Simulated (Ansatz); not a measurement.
Single points on SiClH3 (SiH₃Cl).

```yaml
crystal:
  periodic: [false, false, false]
  atoms:
    - {symbol: Si, position_ang: [-0.000836, 0.001355, -0.127976]}
    - {symbol: Cl, position_ang: [0.012849, -0.020286, 1.927808]}
    - {symbol: H, position_ang: [1.398116, 0.011221, -0.609226]}
    - {symbol: H, position_ang: [-0.709233, 1.218089, -0.582484]}
    - {symbol: H, position_ang: [-0.700887, -1.210389, -0.608131]}
basis:
  gaussian: {orbitals: def2-SVP, initial_orbitals: start.molden}
hamiltonian: {xc: pbe, dispersion: d4}
scf: {omitted_lower_state_checks: [starts]}
output: {orbitals: {seedname: orbitals}}
```

The file start.molden holds the orbitals of an earlier run on this structure, at another level or in another basis.

```sh
$ ansatz run in.yaml --threads 2 --pin off --events-out ev --progress --plain --max-ram 4352MiB
```

Output, abridged:

```
Functional definition: PBE
565 factors; their error is unknown
mean field evaluation 1: about -20434.0705 eV, gradient 5.9e0 eV
mean field evaluation 2: about -20434.1522 eV, gradient 8.3e-2 eV
mean field evaluation 4: about -20434.1084 eV, gradient 5.3e-5 eV
mean field -20434.10839447 eV, -750.9396327608 hartree, gradient 5.4e-5 eV, S^2 0.000000; 0 other end points of the search recorded, 0 dependent functions left out
reference -20434.10842026 eV, -750.9396337083 hartree; 17, 17 occupied and 34, 34 virtual orbitals, 565 factors
Total energy: -20434.18335229 eV, -750.9423874096 hartree
Checks for a lower state left out: starts
```

It took 0.3 s on 2 threads of Arm Neoverse V2 on a shared host.

The first input with `gaussian: {orbitals: def2-TZVP, initial_orbitals: start.molden}`, `hamiltonian: {xc: {name: LC-wPBE}}` (abridged; 0.65 s):

```
Functional definition: LC-wPBE
mean field -20445.08308262 eV, -751.3429451112 hartree, gradient 8.7e-5 eV, S^2 0.000000
Total energy: -20445.08308262 eV, -751.3429451114 hartree
Checks for a lower state left out: starts
```

As the first input, with `hamiltonian: {xc: pbe0, dispersion: d4}` (abridged; 0.45 s):

```
Functional definition: PBE0
mean field -20436.12122989 eV, -751.0136030980 hartree, gradient 1.5e-5 eV, S^2 0.000000
Total energy: -20436.18354772 eV, -751.0158932359 hartree
Checks for a lower state left out: starts
```

First input, but with `gaussian: {orbitals: def2-TZVP, initial_orbitals: start.molden}`, `hamiltonian: {xc: {name: B2PLYP}}` and without the key `output` (abridged; 1.1 s):

```
Functional definition: B2PLYP
mean field -20441.12585801 eV, -751.1975197892 hartree, gradient 6.1e-6 eV, S^2 0.000000
10 core orbitals not correlated: weight in the atoms' cores, before any rotation towards them, 1.000 or more for the frozen orbitals, at most 0.000 for the correlated occupied ones
second order -10.23513117 eV of doubles, -0.00000000 eV of singles
Total energy: -20443.88948777 eV, -751.2990813094 hartree
Checks for a lower state left out: starts
```

First input, but with `gaussian: {orbitals: def2-TZVP, initial_orbitals: start.molden}`, `hamiltonian: {xc: {name: BLYP}, dispersion: d4}` (abridged; 0.55 s):

```
Functional definition: BLYP
mean field -20450.53280964 eV, -751.5432188854 hartree, gradient 7.3e-5 eV, S^2 0.000000
Total energy: -20450.70096684 eV, -751.5493985485 hartree
Checks for a lower state left out: starts
```

First input, but with `gaussian: {orbitals: def2-TZVP, initial_orbitals: start.molden}`, `hamiltonian: {xc: {name: wB97X-V}}` (abridged; 1.7 s):

```
Functional definition: wB97X-V
mean field -20447.79513751 eV, -751.4426112901 hartree, gradient 2.7e-5 eV, S^2 0.000000
Total energy: -20447.79513583 eV, -751.4426112284 hartree
Checks for a lower state left out: starts
```

The first input with `gaussian: {orbitals: 6-31G}`, `hamiltonian: {xc: {name: B3LYP}, dispersion: d4}` (abridged; 0.35 s):

```
Functional definition: B3LYP
mean field -20448.46282331 eV, -751.4671482908 hartree, gradient 7.2e-5 eV, S^2 0.000000
Total energy: -20448.58606907 eV, -751.4716774887 hartree
Checks for a lower state left out: starts
```

Geometry: r2SCAN-D4/def2-TZVP.

LC-ωPBE has ω = 0.4 bohr⁻¹. B3LYP takes the VWN-RPA correlation. Correlated methods freeze 10 core orbitals.
